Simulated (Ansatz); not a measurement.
This geometry of AlH3O2 (6 atoms, charge 0, multiplicity 1) is a first-order saddle point.

Computed with RKS BLYP-D4/def2-SVP in Ansatz.

```xyz
6
Properties=species:S:1:pos:R:3
Al -0.195 0.100 0.536
H 1.192 -0.173 1.558
O 1.645 -0.025 0.252
H 2.128 -0.773 -0.180
O -1.065 -0.429 -0.863
H -2.031 -0.499 -0.948
```

Question: Which two structures does it join? (They come from a converged band through this point; their orientation in space is the band's.)

Answer: Bonds broken: Al1–H2, Al1–O3. Bonds formed: H2–O3.

Initial state:

```xyz
6
Properties=species:S:1:pos:R:3
Al 0.251 -0.293 0.289
H 0.056 -0.250 1.865
O 1.792 -0.336 -0.462
H 2.630 -0.335 0.028
O -1.062 -0.303 -0.816
H -1.994 -0.282 -0.547
```

Final state:

```xyz
6
Properties=species:S:1:pos:R:3
Al -0.389 1.007 0.382
H 1.712 -0.629 1.325
O 1.510 -0.190 0.472
H 0.987 -0.850 -0.070
O -0.686 -0.468 -0.599
H -1.460 -0.668 -1.154
```

Question: How far does it lie above each of them?

Answer: 60.6 kcal/mol above the first and 29.5 kcal/mol above the second. This is the barrier of this one path; another mechanism may lie lower. The orbitals stay closed-shell, which can raise the energy where a bond breaks towards radicals; this wasn't checked here.

Time of the run: 2.1 min on 1 thread of Intel(R) Xeon(R) Platinum 8259CL CPU @ 2.50GHz (Skylake/Cascade Lake), with other jobs on the host, peak memory 0.13 GiB.
